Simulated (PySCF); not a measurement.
**CFCl3: calculation against experiment**

**What was measured.**

From NIST CCCBDB Release 22 (SRD 101), experimental dipoles, for the gas: dipole moment (microwave Stark effect, vibrational ground state) 0.46 ± 0.02 D.

The results are set against them at the end.

Compound: CFCl3.
Atom-mapped SMILES: `[F:1][C:2]([Cl:3])([Cl:4])[Cl:5]`

Cartesian coordinates in Å at the GFN2-xTB level; atoms count from 1:
```
atom  x, y, z in Å
F1     0.0603   -0.1410    1.3961
C2     0.0046   -0.0063    0.0667
Cl3   -0.4579    1.6606   -0.3126
Cl4    1.6028   -0.3706   -0.6039
Cl5   -1.2011   -1.1397   -0.5634
```

The PySCF runs (gas phase, on this GFN2-xTB geometry; no spin–orbit coupling):

| level | job | basis functions |
| --- | --- | --- |
| B3LYP/def2-TZVP | shieldings | 173 |
| B97-D/def2-TZVP | shieldings | 173 |
| BLYP/def2-TZVP | shieldings | 173 |
| BP86/def2-TZVP | shieldings | 173 |
| HF/def2-TZVP | shieldings | 173 |
| KT2/def2-TZVP | shieldings | 173 |
| KT3/def2-TZVP | shieldings | 173 |
| LDA/def2-TZVP | shieldings | 173 |
| OPBE/def2-TZVP | shieldings | 173 |
| PBE/def2-TZVP | shieldings | 173 |
| PW91/def2-SVP | shieldings | 82 |
| X3LYP/def2-SVP | shieldings | 82 |

## Comparison

**Dipole moment.** Measured: 0.46 D (NIST CCCBDB Release 22 (SRD 101), experimental dipoles).

```json
{"level": "B3LYP/def2-TZVP", "computed (D)": "0.39", "computed − measured (D)": "-0.07", "% (from the printed values)": "-15"}
{"level": "B97-D/def2-TZVP", "computed (D)": "0.28", "computed − measured (D)": "-0.18", "% (from the printed values)": "-39"}
{"level": "BLYP/def2-TZVP", "computed (D)": "0.32", "computed − measured (D)": "-0.14", "% (from the printed values)": "-30"}
{"level": "BP86/def2-TZVP", "computed (D)": "0.28", "computed − measured (D)": "-0.18", "% (from the printed values)": "-39"}
{"level": "HF/def2-TZVP", "computed (D)": "0.50", "computed − measured (D)": "+0.04", "% (from the printed values)": "+9"}
{"level": "KT2/def2-TZVP", "computed (D)": "0.31", "computed − measured (D)": "-0.15", "% (from the printed values)": "-33"}
{"level": "KT3/def2-TZVP", "computed (D)": "0.30", "computed − measured (D)": "-0.16", "% (from the printed values)": "-35"}
{"level": "LDA/def2-TZVP", "computed (D)": "0.33", "computed − measured (D)": "-0.13", "% (from the printed values)": "-28"}
{"level": "OPBE/def2-TZVP", "computed (D)": "0.22", "computed − measured (D)": "-0.24", "% (from the printed values)": "-52"}
{"level": "PBE/def2-TZVP", "computed (D)": "0.28", "computed − measured (D)": "-0.18", "% (from the printed values)": "-39"}
{"level": "PW91/def2-SVP", "computed (D)": "0.26", "computed − measured (D)": "-0.20", "% (from the printed values)": "-43"}
{"level": "X3LYP/def2-SVP", "computed (D)": "0.38", "computed − measured (D)": "-0.08", "% (from the printed values)": "-17"}
```

Closest is HF/def2-TZVP (+0.04 D), furthest OPBE/def2-TZVP (-0.24 D); one molecule doesn't rank methods. The computed dipoles belong to one fixed geometry; measured ones are averaged over vibrations unless marked μe. Magnitudes are compared, not signs.

No measured geometry was used, and the causes of the misses weren't examined.
